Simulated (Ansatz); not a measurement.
**CHLiSi (SMILES [Li][C]#[SiH]): one structure at several levels**

The atoms stand at a structure displaced at random from a GFN2-xTB minimum. How far do the functionals agree with CCSD(T) there?

Program: Ansatz 0.2.0, Gaussian basis. Level of theory: single points in def2-TZVPP. These are calculated values, not measurements.

Cores are frozen in the correlated methods. The outer core shell of Li, Na, Mg and K is correlated.

### Step 1. Starting geometry

SMILES `[Li][C]#[SiH]`, 4 atoms, charge 0, spin multiplicity 1.

Atoms are counted from 1 here; the program's logs count them from 0.

Bond lengths: Li1–C2 1.969 Å, C2–Si3 1.680 Å, Si3–H4 1.596 Å. Angles: Li1–C2–Si3 121.6°, C2–Si3–H4 161.1°.

As a file:

```xyz
4
charge 0, multiplicity 1
Li   -1.60520    1.37750   -1.16930
C    -1.01830   -0.03600    0.06920
Si    0.60990   -0.36000    0.32780
H     1.94780   -1.08850    0.80330
```

### Step 2. CCSD(T)/def2-TZVPP

Contents of run/in.yaml:

```yaml
crystal:
  periodic: [false, false, false]
  atoms:
    - {symbol: Li, position_ang: [-1.605200, 1.377500, -1.169300]}
    - {symbol: C, position_ang: [-1.018300, -0.036000, 0.069200]}
    - {symbol: Si, position_ang: [0.609900, -0.360000, 0.327800]}
    - {symbol: H, position_ang: [1.947800, -1.088500, 0.803300]}
basis:
  gaussian: {orbitals: def2-TZVPP}
correlation: {method: ccsd_t}
output: {forces: true}
```

No record of the launch command was kept for these runs.

### Step 3. PBE0-D4/def2-TZVPP

run/in.yaml, as its differences from that of step 2:

```diff
@@ -9,3 +9,3 @@
   gaussian: {orbitals: def2-TZVPP}
-correlation: {method: ccsd_t}
-output: {forces: true}
+hamiltonian: {xc: pbe0, dispersion: d4}
+output: {forces: true, orbitals: {seedname: orbitals}}
```

### Step 4. wB97M-V/def2-TZVPP

run/in.yaml, as its differences from that of step 3:

```diff
@@ -9,3 +9,3 @@
   gaussian: {orbitals: def2-TZVPP}
-hamiltonian: {xc: pbe0, dispersion: d4}
-output: {forces: true, orbitals: {seedname: orbitals}}
+hamiltonian: {xc: {name: wB97M-V}}
+output: {forces: true}
```

### Step 5. r2SCAN-D4/def2-TZVPP

run/in.yaml, as its differences from that of step 4:

```diff
@@ -9,3 +9,3 @@
   gaussian: {orbitals: def2-TZVPP}
-hamiltonian: {xc: {name: wB97M-V}}
+hamiltonian: {xc: r2scan, dispersion: d4}
 output: {forces: true}
```

### Step 6. PBE-D4/def2-TZVPP

run/in.yaml, as its differences from that of step 5:

```diff
@@ -9,3 +9,3 @@
   gaussian: {orbitals: def2-TZVPP}
-hamiltonian: {xc: r2scan, dispersion: d4}
+hamiltonian: {xc: pbe, dispersion: d4}
 output: {forces: true}
```

### Step 7. BLYP-D4/def2-TZVPP

run/in.yaml, as its differences from that of step 6:

```diff
@@ -9,3 +9,3 @@
   gaussian: {orbitals: def2-TZVPP}
-hamiltonian: {xc: pbe, dispersion: d4}
+hamiltonian: {xc: {name: BLYP}, dispersion: d4}
 output: {forces: true}
```

### Step 8. B97M-V/def2-TZVPP

run/in.yaml, as its differences from that of step 7:

```diff
@@ -9,3 +9,3 @@
   gaussian: {orbitals: def2-TZVPP}
-hamiltonian: {xc: {name: BLYP}, dispersion: d4}
+hamiltonian: {xc: {name: B97M-V}}
 output: {forces: true}
```

(Steps that only read results are left out.)

Before running it: what results should come out? Wanted: energy less free atoms, CCSD(T)/def2-TZVPP; RMS force component; RMS force error; HOMO and LUMO, PBE0-D4; T1 diagnostic.

The runs gave:

| quantity | value |
| --- | --- |
| energy less free atoms, CCSD(T)/def2-TZVPP | -970.0 kJ/mol |
| RMS force component | 0.432 to 0.589 eV/Å over the methods |
| RMS force error | PBE0-D4 0.370, wB97M-V 0.499, r2SCAN-D4 0.292, PBE-D4 0.196, BLYP-D4 0.157, B97M-V 0.357 eV/Å |
| HOMO and LUMO, PBE0-D4 | -5.37 and -1.30 eV |
| T1 diagnostic | 0.030 |

In words: Against CCSD(T) the functionals' energies less atoms differ by -64.3 to -3.4 kJ/mol, PBE-D4 by -64.3 kJ/mol. A larger basis would deepen the CCSD(T) value, while the functionals are nearly converged already, so the order here is not reliable. On forces the order runs from BLYP-D4 to wB97M-V. Frozen-core CCSD(T) forces in triple zeta carry basis errors of their own, and this is one geometry, so small gaps rank nothing. The T1 diagnostic is large here, over the usual mark for main-group molecules (transition-metal compounds often pass it harmlessly), so CCSD(T) itself may be off. The restricted Hartree–Fock reference is unstable towards an unrestricted one at one or more of these structures.
